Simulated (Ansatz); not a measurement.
# AlH7NP: the cost of one run

Method: RKS r2SCAN-D4/6-31G*, in Ansatz 0.2.0.

## Step 1: The starting structure

Bond lengths: Al1–N2 2.270 Å, N2–H3 1.060 Å, N2–H4 1.060 Å, Al1–H5 1.560 Å, Al1–H6 1.560 Å, Al1–P7 2.580 Å, P7–H8 1.420 Å, P7–H9 1.420 Å. Angles: Al1–N2–H3 120.0°, Al1–N2–H4 120.0°, H3–N2–H4 120.0°, N2–Al1–H5 120.0°, N2–Al1–H6 120.0°, N2–Al1–P7 71.6°, H5–Al1–H6 120.0°, H5–Al1–P7 105.4°, H6–Al1–P7 92.8°, Al1–P7–H8 109.5°, Al1–P7–H9 109.5°, H8–P7–H9 109.4°.

Coordinates:

```xyz
10

Al    0.0000    0.0000    0.0000
N     0.0000    0.0000    2.2700
H    -0.8770   -0.2713    2.8000
H     0.8770    0.2713    2.8000
H     1.3510    0.0000   -0.7800
H    -1.3510    0.0000   -0.7800
P    -0.3227    2.4270    0.8135
H    -1.6424    2.8563    0.5127
H    -0.1141    2.4883    2.2168
H    -0.1697    1.2765    2.0273
```

## Step 2: A restrained relaxation towards end A

Springs on the bonds that form and break draw the guess towards this end; the thresholds are loose.

Contents of input.yaml:

```yaml
crystal:
  periodic: [false, false, false]
  atoms:
    - { symbol: Al, position_ang: [0.0, 0.0, 0.0] }
    - { symbol: "N", position_ang: [0.0, 0.0, 2.27] }
    - { symbol: H, position_ang: [-0.877, -0.2713, 2.8] }
    - { symbol: H, position_ang: [0.877, 0.2713, 2.8] }
    - { symbol: H, position_ang: [1.351, 0.0, -0.78] }
    - { symbol: H, position_ang: [-1.351, 0.0, -0.78] }
    - { symbol: P, position_ang: [-0.3227, 2.427, 0.8135] }
    - { symbol: H, position_ang: [-1.6424, 2.8563, 0.5127] }
    - { symbol: H, position_ang: [-0.1141, 2.4883, 2.2168] }
    - { symbol: H, position_ang: [-0.1697, 1.2765, 2.0273] }
basis:
  gaussian: { orbitals: "6-31G*" }
hamiltonian:
  xc: r2scan
  dispersion: d4
relax:
  f_tol: 0.15
  max_steps: 25
  restrain:
    - { distance: [0, 6], at: 3.48, k: 30.0 }
    - { distance: [9, 1], at: 2.26, k: 30.0 }
    - { distance: [0, 1], at: 1.92, k: 30.0 }
    - { distance: [9, 6], at: 1.42, k: 30.0 }
```

The run is started by

```bash
> ansatz run input.yaml --threads 1 --pin off --max-ram 2048MiB --backend cpu --events-out ev --progress --plain --runs-dir out
```

Q: Estimate wall time and peak memory on 1 thread of Intel Xeon at 2.60GHz (Ice Lake), shared host.

About 55 s, with a peak of 0.17 GiB.
